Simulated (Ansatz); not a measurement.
The input, for Ansatz 0.2.0:

```yaml
crystal:
  periodic: [false, false, false]
  atoms:
    - {symbol: Be, position_ang: [0.000000, 0.000000, 0.266601]}
    - {symbol: Be, position_ang: [0.000000, 0.000000, -1.881688]}
    - {symbol: H, position_ang: [0.000000, 0.000000, 1.615087]}
basis:
  gaussian: {orbitals: cc-pVDZ}
magnetization: {spin_polarized: false, initial_magnetization: 1}
hamiltonian: {pseudopotentials: {relativity: none}}
correlation: {method: ccsdt_q_b, electrons: outside_noble_gas}
```

```sh
$ ansatz run in.yaml --threads 1 --pin off --events-out ev --progress --plain --max-ram 2393MiB
```

Q: Roughly how long does this take on 1 thread of Intel Xeon, shared host, and how much host memory?

A: 8.5 s wall and 0.13 GiB.

```
568 factors; integrals over basis functions are off by at most 2.3e-7 eV
mean field evaluation 1: about -808.5271 eV, gradient 7.7e0 eV
mean field evaluation 2: about -808.5729 eV, gradient 7.9e0 eV
mean field evaluation 4: about -809.8986 eV, gradient 1.1e0 eV
mean field evaluation 8: about -809.9424 eV, gradient 2.6e-4 eV
mean field evaluation 16: about -809.8012 eV, gradient 1.1e0 eV
mean field evaluation 32: about -808.5382 eV, gradient 6.3e-2 eV
mean field evaluation 64: about -808.5384 eV, gradient 1.5e-4 eV
mean field -809.94239365 eV, -29.7648339679 hartree, gradient 3.0e-6 eV, S^2 0.750000; 3 other end points of the search recorded, 0 dependent functions left out
mean field evaluation 96: about -808.7202 eV, gradient 2.3e-4 eV
determinant -809.94239365 eV, -29.7648339679 hartree, with singles and doubles -812.14714254 eV, -29.8458569954 hartree
determinant -808.53837074 eV, -29.7132370778 hartree, with singles and doubles -811.02420303 eV, -29.8045897293 hartree
2 core orbitals not correlated: weight in the atoms' cores, before any rotation towards them, 1.000 or more for the frozen orbitals, at most 0.000 for the correlated occupied ones
reference -809.94239365 eV, -29.7648339679 hartree; 3, 2 occupied and 28, 29 virtual orbitals, 568 factors
second order -1.52733609 eV of doubles, -0.01187030 eV of singles
cycle   1  -1.94466033 eV  change   -4.1e-1 eV  update   6.6e-2
cycle   2  -2.19611106 eV  change   -2.5e-1 eV  update   3.4e-2
cycle   3  -2.22368839 eV  change   -2.8e-2 eV  update   1.3e-2
cycle   4  -2.23143938 eV  change   -7.8e-3 eV  update   5.4e-3
cycle   5  -2.23112770 eV  change    3.1e-4 eV  update   2.7e-3
cycle   6  -2.23092613 eV  change    2.0e-4 eV  update   1.1e-3
cycle   7  -2.23154433 eV  change   -6.2e-4 eV  update   5.0e-4
cycle   8  -2.23185460 eV  change   -3.1e-4 eV  update   2.3e-4
cycle   9  -2.23172341 eV  change    1.3e-4 eV  update   1.0e-4
cycle  10  -2.23172343 eV  change   -2.7e-8 eV  update   4.5e-5
cycle  11  -2.23172692 eV  change   -3.5e-6 eV  update   2.0e-5
cycle  12  -2.23173192 eV  change   -5.0e-6 eV  update   6.9e-6
cycle  13  -2.23173184 eV  change    8.1e-8 eV  update   2.9e-6
cycle  14  -2.23172956 eV  change    2.3e-6 eV  update   1.2e-6
cycle  15  -2.23172936 eV  change    2.0e-7 eV  update   4.5e-7
perturbative correction -0.00118647 eV, -0.0000436020 hartree
Total energy: -812.17530948 eV, -29.8468921113 hartree
```
